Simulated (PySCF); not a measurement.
Compound: C₅H₃N.
Numbering: `[CH2:1]=[C:2]1[CH:3]=[C:4]1[C:5]#[N:6]` (hydrogens: H7, H8 on C1; H9 on C3)

Level of theory: MP2 and CCSD/aug-cc-pVDZ in PySCF, restricted Hartree–Fock reference, frozen core, non-relativistic, gas phase, PBE0-D3(BJ)/def2-SVP geometry.

E(HF) = -245.42389 Eh.

(1) How large is the problem?

(2) What are the MP2 and CCSD correlation energies?

(3) What is the T1 diagnostic?

(4) How does correlation change the dipole moment?

Answers

(1) 165 basis functions and 40 electrons; 6 orbitals frozen, which leaves o = 14 correlated occupied and v = 145 virtual orbitals. That is o·v = 2030 singles and o·v(o·v + 1)/2 = 2061465 distinct closed-shell doubles amplitudes before symmetry; the costliest CCSD step grows as o²v⁴ = 8.7 × 10^10.

(2) MP2 -0.8114 Eh and CCSD -0.8360 Eh, which gives totals of -246.23529 and -246.25989 Eh. That is 0.812 eV for each correlated electron at CCSD (2195 kJ/mol in all, 0.339 % of the total energy); MP2 gives 97.1 % of the CCSD value.

(3) 0.0134, below the customary warning level of 0.02. It is the norm of the spatial-orbital singles amplitudes over the root of the number of correlated electrons, so the norm is 0.071.

(4) HF gives 3.65 D and CCSD (unrelaxed density) 3.30 D, a change of -0.35 D.

Connected triples and the basis-set limit are missing.
